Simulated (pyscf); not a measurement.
Optimised with ωB97X-D3(BJ)/def2-SVP in PySCF.

PBE/def2-TZVP puts the barrier of Cl–Ta(Cl)(Cl)(Cl)–Cl + silane (SiH₄) -> H₃Si–Cl + Cl–TaH(Cl)(Cl)–Cl (four-centre exchange; singlet surface; Cl–Ta, H–Si broken, Cl–Si, H–Ta formed) at 0.84 eV and the reaction energy at +0.40 eV, from the separated reactants. What do r²SCAN/def2-TZVP, M06-2X/def2-TZVP, ωB97M-D3(BJ)/def2-TZVP give on the same structures?

r²SCAN: ΔE‡ = 0.78 eV, ΔE = +0.42 eV; M06-2X: ΔE‡ = 0.75 eV, ΔE = +0.26 eV; ωB97M-D3(BJ): ΔE‡ = 0.76 eV, ΔE = +0.27 eV. PBE's barrier lies over all of them, by 0.06 to 0.09 eV. Its reaction energy lies among theirs. On the reactant side the descent ends in an adduct with a H–Ta contact, 0.30 eV under the separated species and 0.85 eV under the saddle at ωB97X-D3(BJ)/def2-TZVP. On the product side the descent ends in an adduct with a Cl–Ta contact, 0.39 eV under the separated species and 0.51 eV under the saddle at ωB97X-D3(BJ)/def2-TZVP. What is counted as formed (H–Ta) is already present as a longer contact in the reactant adduct; forming that adduct is a step of its own. What is counted as broken (Cl–Ta) persists as a longer contact in the product adduct; parting that adduct is a step of its own. At ωB97X-D3(BJ)/def2-TZVP the barrier from the zero used here is 0.55 eV. One saddle was located; it need not be the lowest between these sides. Elements past Kr carry the def2 core potentials, without spin-orbit coupling.
